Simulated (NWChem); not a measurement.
Program: NWChem. System: allene (C3H4), charge 0, spin multiplicity 1, at a geometry optimised with PBE0/def2-SVP. Level: MP2/def2-SVP, 3 core orbitals frozen.

NWChem printed:

```
             Northwest Computational Chemistry Package (NWChem) 7.3.0
             --------------------------------------------------------

                                NWChem Input Module
                                -------------------

 Scaling coordinates for geometry "geometry" by  1.889725989
 (inverse scale =  0.529177249)

 Turning off AUTOSYM since
 SYMMETRY directive was detected!

                             Geometry "geometry" -> ""
                             -------------------------

 Output coordinates in angstroms (scale by  1.889725989 to convert to a.u.)

  No.       Tag          Charge          X              Y              Z
 ---- ---------------- ---------- -------------- -------------- --------------
    1 C                    6.0000     0.00000000     0.00000000     1.30776200
    2 C                    6.0000     0.00000000     0.00000000     0.00000000
    3 C                    6.0000     0.00000000     0.00000000    -1.30776200
    4 H                    1.0000     0.00000000    -0.93675100     1.87488000
    5 H                    1.0000     0.00000000     0.93675100     1.87488000
    6 H                    1.0000     0.93675100     0.00000000    -1.87488000
    7 H                    1.0000    -0.93675100     0.00000000    -1.87488000

 Effective nuclear repulsion energy (a.u.)      59.0007399211

            Nuclear Dipole moment (a.u.)
            ----------------------------
        X                 Y               Z
 ---------------- ---------------- ----------------
     0.0000000000     0.0000000000     0.0000000000

      Symmetry information
      --------------------

 Group name             C2v
 Group number             16
 Group order               4
 No. of unique centers     5

      Symmetry unique atoms

     1    2    3    4    6


 Summary of "ao basis" -> "" (spherical)
 ------------------------------------------------------------------------------
       Tag                 Description            Shells   Functions and Types
 ---------------- ------------------------------  ------  ---------------------
 *                          def2-svp                  on all atoms

 Summary of "ao basis" -> "ao basis" (spherical)
 ------------------------------------------------------------------------------
       Tag                 Description            Shells   Functions and Types
 ---------------- ------------------------------  ------  ---------------------
 C                          def2-svp                 6       14   3s2p1d
 H                          def2-svp                 3        5   2s1p

                                 NWChem SCF Module
                                 -----------------

  ao basis        = "ao basis"
  functions       =    62
  atoms           =     7
  closed shells   =    11
  open shells     =     0
  charge          =   0.00
  wavefunction    = RHF
  use symmetry    = T
  symmetry adapt  = T

 Summary of "ao basis" -> "ao basis" (spherical)
 ------------------------------------------------------------------------------
       Tag                 Description            Shells   Functions and Types
 ---------------- ------------------------------  ------  ---------------------
 C                          def2-svp                 6       14   3s2p1d
 H                          def2-svp                 3        5   2s1p

      Symmetry analysis of basis
      --------------------------

        a1         29
        a2          5
        b1         14
        b2         14

 Forming initial guess at       0.0s

      Superposition of Atomic Density Guess
      -------------------------------------

 Sum of atomic energies:        -114.87154762

      Non-variational initial energy
      ------------------------------

 Total energy =    -116.606260
 1-e energy   =    -269.034278
 2-e energy   =      93.427278
 HOMO         =      -0.313317
 LUMO         =       0.018522

      Symmetry analysis of molecular orbitals - initial
      -------------------------------------------------

 !! scf_movecs_sym_adapt:   28 vectors were symmetry contaminated

  Symmetry fudging

 !! scf_movecs_sym_adapt:   28 vectors were symmetry contaminated

  Numbering of irreducible representations:
[...]
     5      0.417283  1 C  py                43     -0.296935  4 H  s
    48      0.296935  5 H  s                  8      0.163500  1 C  py
    19      0.163791  2 C  py

 Vector   10  Occ=2.000000D+00  E=-3.777653D-01  Symmetry=b2
              MO Center= -6.4D-18, -3.7D-17, -5.2D-01, r^2= 2.0D+00
   Bfn.  Coefficient  Atom+Function         Bfn.  Coefficient  Atom+Function
  ----- ------------  ---------------      ----- ------------  ---------------
    33      0.405152  3 C  py                19      0.354805  2 C  py
    36      0.303391  3 C  py                22      0.277062  2 C  py

 Vector   11  Occ=2.000000D+00  E=-3.777653D-01  Symmetry=b1
              MO Center=  5.0D-18,  7.4D-18,  5.2D-01, r^2= 2.0D+00
   Bfn.  Coefficient  Atom+Function         Bfn.  Coefficient  Atom+Function
  ----- ------------  ---------------      ----- ------------  ---------------
     4      0.405152  1 C  px                18      0.354805  2 C  px
     7      0.303391  1 C  px                21      0.277062  2 C  px

 Vector   12  Occ=0.000000D+00  E= 1.634333D-01  Symmetry=b1
              MO Center= -1.4D-17, -1.5D-19,  6.1D-02, r^2= 3.7D+00
   Bfn.  Coefficient  Atom+Function         Bfn.  Coefficient  Atom+Function
  ----- ------------  ---------------      ----- ------------  ---------------
     7      0.657072  1 C  px                54      0.653854  6 H  s
    59     -0.653854  7 H  s                 21     -0.598016  2 C  px
    18     -0.377459  2 C  px                35     -0.357940  3 C  px
     4      0.309067  1 C  px

 Vector   13  Occ=0.000000D+00  E= 1.634333D-01  Symmetry=b2
              MO Center= -1.3D-19, -5.7D-17, -6.1D-02, r^2= 3.7D+00
   Bfn.  Coefficient  Atom+Function         Bfn.  Coefficient  Atom+Function
  ----- ------------  ---------------      ----- ------------  ---------------
    36     -0.657072  3 C  py                44      0.653854  4 H  s
    49     -0.653854  5 H  s                 22      0.598016  2 C  py
    19      0.377459  2 C  py                 8      0.357940  1 C  py
    33     -0.309067  3 C  py

 Vector   14  Occ=0.000000D+00  E= 2.081346D-01  Symmetry=a1
              MO Center= -1.4D-16,  1.8D-16, -9.0D-12, r^2= 8.2D+00
   Bfn.  Coefficient  Atom+Function         Bfn.  Coefficient  Atom+Function
  ----- ------------  ---------------      ----- ------------  ---------------
     3      1.780468  1 C  s                 31      1.780468  3 C  s
    44     -1.119573  4 H  s                 49     -1.119573  5 H  s
    54     -1.119573  6 H  s                 59     -1.119573  7 H  s
    17     -0.645864  2 C  s                  9      0.350537  1 C  pz
    37     -0.350537  3 C  pz                 2      0.173216  1 C  s

 center of mass
 --------------
 x =   0.00000000 y =   0.00000000 z =   0.00000000

 moments of inertia (a.u.)
 ------------------
         203.498019678243           0.000000000000           0.000000000000
           0.000000000000         203.498019678243           0.000000000000
           0.000000000000           0.000000000000          12.632552763193

  Mulliken analysis of the total density
  --------------------------------------

    Atom       Charge   Shell Charges
 -----------   ------   -------------------------------------------------------
    1 C    6     6.18   1.99  0.85  0.28  2.01  1.01  0.04
    2 C    6     5.99   1.99  0.93  0.24  1.91  0.87  0.05
    3 C    6     6.18   1.99  0.85  0.28  2.01  1.01  0.04
    4 H    1     0.91   0.73  0.15  0.03
    5 H    1     0.91   0.73  0.15  0.03
    6 H    1     0.91   0.73  0.15  0.03
    7 H    1     0.91   0.73  0.15  0.03

       Multipole analysis of the density wrt the origin
       ------------------------------------------------

     L   x y z        total         open         nuclear
     -   - - -        -----         ----         -------
     0   0 0 0     -0.000000      0.000000     22.000000

     1   1 0 0     -0.000000      0.000000      0.000000
     1   0 1 0      0.000000      0.000000      0.000000
     1   0 0 1      0.000000      0.000000      0.000000

     2   2 0 0    -14.591337      0.000000      6.267235
     2   1 1 0      0.000000      0.000000      0.000000
     2   1 0 1     -0.000000      0.000000      0.000000
     2   0 2 0    -14.591337      0.000000      6.267235
     2   0 1 1     -0.000000      0.000000      0.000000
     2   0 0 2    -11.594593      0.000000    123.500251

                   NWChem MP2 Semi-direct Energy/Gradient Module
                   ---------------------------------------------

  Basis functions       =     62
  Molecular orbitals    =     62
  Frozen core           =      3
  Frozen virtuals       =      0
  Active alpha occupied =      8
  Active beta occupied  =      8
  Active alpha virtual  =     51
  Active beta virtual   =     51
  Use MO symmetry       = T
  Use skeleton AO sym   = T

  AO/Fock/Back tols     =   1.0D-09  1.0D-09  1.0D-09

 GA uses MA = F    GA memory limited = T

 Available:
  local mem=  1.26D+08
 global mem=  1.44D+08
 local disk=  0.00D+00
  mp2_memr nvloc                    51
  nvloc new                    51
   1 passes of   8:        3145728                      18245                   2697815.
   1 passes of   8: M    126152715           G      144171512           F     123006987.

 Semi-direct pass number   1 of   1  for RHF alpha+beta  at        0.4s
  vrange nnbf                  1940
  mp2_eaftype                    10  avail_ma_in_mb                  1099
 EAF : mp2_eaftype filesize          10    1348908.
  mp2_eaf for mointskh                     10
Node 0 wrote      6.3 Mb in      0.0 s     Agg I/O rate:  1293.3 Mb/s
 Done moints_semi at        1.1s
  mp2_eaftype                    10  avail_ma_in_mb                  1089
 EAF : mp2_eaftype filesize          10    1348908.
  mp2_eaf for kh                    10
 Done maket at        1.1s
 Done multipass loop at        1.1s

          -------------------------------------------
          SCF energy                -115.777739978565
          Correlation energy          -0.391941845551
          Singlet pairs               -0.254751931627
          Triplet pairs               -0.137189913924
          Total MP2 energy          -116.169681824116
          -------------------------------------------

          ---------------------------------------------------
                    Spin Component Scaled (SCS) MP2
          Same spin pairs                     -0.091459942616
          Same spin scaling factor             0.333333333333
          Opposite spin pairs                 -0.300481902935
          Opposite spin scaling fact.          1.200000000000
          SCS-MP2 correlation energy          -0.391064931061
          Total SCS-MP2 energy              -116.168804909625
          ---------------------------------------------------

 -----------------------
 Performance information
 -----------------------

 Timer overhead =  1.38D-07 seconds/call

               Nr. of calls         CPU time (s)                 Wall time (s)                GFlops
             ---------------    -------------------     ------------------------------   -------------------
Name         Min   Avg   Max    Min     Avg     Max     Min     Avg     Max   Mx/calls   Min     Max     Sum
mp2: moin     1     1     1   0.62    0.62    0.62     0.62    0.62    0.62    0.62      0.0     0.0     0.0
mp2: make     1     1     1   5.89E-2 5.89E-2 5.89E-2  5.89E-2 5.89E-2 5.89E-2 5.89E-2   0.0     0.0     0.0
mp2: tota     1     1     1   0.71    0.71    0.71     0.71    0.71    0.71    0.71      0.0     0.0     0.0

 The average no. of pstat calls per process was 3.00D+00
 with a timing overhead of 4.13D-07s

 Task  times  cpu:        1.1s     wall:        1.1s

 Total times  cpu:        1.1s     wall:        1.1s
```

Question: Write an NWChem input that would produce this output.

Answer: Several could match; the one computed here: 
```
start mol
memory heap 200 mb stack 900 mb global 1100 mb
geometry units angstroms nocenter noautoz
  C      0.000000     0.000000     1.307762
  C      0.000000     0.000000    -0.000000
  C      0.000000     0.000000    -1.307762
  H      0.000000    -0.936751     1.874880
  H      0.000000     0.936751     1.874880
  H      0.936751     0.000000    -1.874880
  H     -0.936751     0.000000    -1.874880
  symmetry group C2v
end
basis spherical
  * library def2-svp
end
scf
  rhf
  nopen 0
  maxiter 100
  thresh 1e-7
  semidirect memsize 60000000 filesize 0
end
mp2
  freeze core 3
end
task mp2 energy
```
